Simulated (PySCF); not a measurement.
## Spin-rotation constants: SMILES C[CH2][AlH2], C₂H₇Al

Cartesian coordinates in Å; atom numbers follow the order of the lines, from 1:
```xyz
10

C    -1.1155   -0.0606    0.5458
C    -0.2545    0.3219   -0.6756
Al    1.6205   -0.1695   -0.1800
H    -2.1708    0.1578    0.3835
H    -0.7847    0.4838    1.4317
H    -1.0148   -1.1251    0.7650
H    -0.4010    1.3897   -0.8956
H    -0.6422   -0.2014   -1.5623
H     1.8771   -0.8280    1.2031
H     2.8949    0.0360   -1.0381
```

Level of theory: GIAO KT3/pcSseg-1 magnetisability, rotational g tensor and spin-rotation constants, non-relativistic, gas phase in PySCF. Geometry: GFN2-xTB.

Question: Give the nuclear spin-rotation constants along the inertial axes (H = +C I·J) beside the isotropic shieldings.

Answer: Rotational constants 23.5021, 5.1221, 4.4333 GHz. A star marks the isotopologue with that one atom substituted, in its own axes.
```tsv
atom	isotope	Caa (kHz)	Cbb (kHz)	Ccc (kHz)	mean (kHz)	σ (ppm)
Al3	27Al	20.320	4.659	2.891	9.290	282.6
H4	1H	0.477	-0.504	-0.446	-0.158	30.0
H5	1H	-2.284	-0.379	-0.076	-0.913	30.4
H6	1H	-2.270	-0.363	-0.089	-0.907	30.4
H7	1H	-2.357	-0.342	-0.150	-0.949	30.9
H8	1H	-2.349	-0.352	-0.144	-0.948	31.0
H9	1H	-1.655	0.218	-0.336	-0.591	26.4
H10	1H	0.407	-0.238	-0.312	-0.047	26.2
C1	13C*	3.344	0.705	0.658	1.569	167.5
C2	13C*	3.130	0.819	0.500	1.483	173.4
```
For the geometry as given, no vibrational averaging.

Question: How do the rotational constants and the g tensor change when H4, H5, H6, H7, H8, H9, H10 are replaced by deuterium?

Answer: Constants 14.9283, 4.1138, 3.5006 GHz; g -0.0954, -0.0278, -0.0283, against -0.1507, -0.0344, -0.0357 before.
